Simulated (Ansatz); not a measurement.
# Si2C⁺, doublet: the ladder up to UCCSDT(Q)

Geometry: that of the Si2C, singlet, kept fixed.

```json
{"atom": "Si", "x (Å)": "0.0000", "y (Å)": "0.0000", "z (Å)": "1.6856"}
{"atom": "C", "x (Å)": "0.0000", "y (Å)": "0.0000", "z (Å)": "0.0000"}
{"atom": "Si", "x (Å)": "0.0000", "y (Å)": "0.0000", "z (Å)": "-1.6856"}
```

Basis cc-pVTZ; Ansatz 0.2.0. Correlated methods freeze the noble-gas cores, which leaves 11 electrons in 87 orbitals. R marks a restricted (for open shells ROHF) determinant, U an unrestricted one. Active spaces: valence = (11e, 12o) chosen from the atoms' valence shells.

Full CI isn't at hand for all of this; UCCSDT(Q) serves as the reference, and is uncertain by about the last step of the cluster series. The frozen core follows each run's orbitals, which can shift R against U totals by a few meV.

- UHF ⟨S²⟩: 0.759
- T1 diagnostic (RCCSD): 0.0188
- largest doubles amplitude (RCCSD): 0.056
- T1 diagnostic (UCCSD): 0.0172

```
   level  E − E(RHF) (eV)
     UHF          -0.0838
    RMP2          -7.3603
    UMP2          -7.3448
   RCCSD          -8.3200
   UCCSD          -8.3228
RCCSD(T)          -8.7585
UCCSD(T)          -8.7580
```

Question: Estimate how far UCCSDT(Q) in cc-pVTZ lies from RCCSD(T). The table doesn't fix it; the size of (T) and the diagnostics are the guide.

Answer: UCCSDT(Q) in cc-pVTZ lies 7.3 kJ/mol below RCCSD(T), which is 17 % of the (T) step (-42.3 kJ/mol). The diagnostics are small and the rest is a small part of (T), but (T) is large here. The miss exceeds 1 kcal/mol.

The other levels:

```tsv
level	E − E(UCCSDT(Q)) (kJ/mol)	share of correlation (%)	wall time
BCCD(T)	7.0	99.18	49 s (H100)
RCCSDT	3.3	99.61	–
UCCSDT	3.3	99.62	–
RCCSDT(Q)	0.2	99.98	88 s (H100)
CASSCF (valence space)	529.7	37.85	–
NEVPT2 (valence space)	127.2	85.08	1.8 min (H100)
```

The correlation energy at UCCSDT(Q), counted from RHF, is -8.834 eV. That run took 58 s on 2 threads of AMD EPYC 7R13 with a shared H100 80 GB, shared host.

Times hold each run's SCF and search for its determinant on a shared host, so for small cases they say little of a method's own cost.

Natural occupations of CASSCF (valence space) about the gap: 1.983 1.975 1.935 1.929 1.927 0.998 0.074 0.059 0.039 0.038; effectively unpaired electrons, Σ n²(2−n)², 1.11.
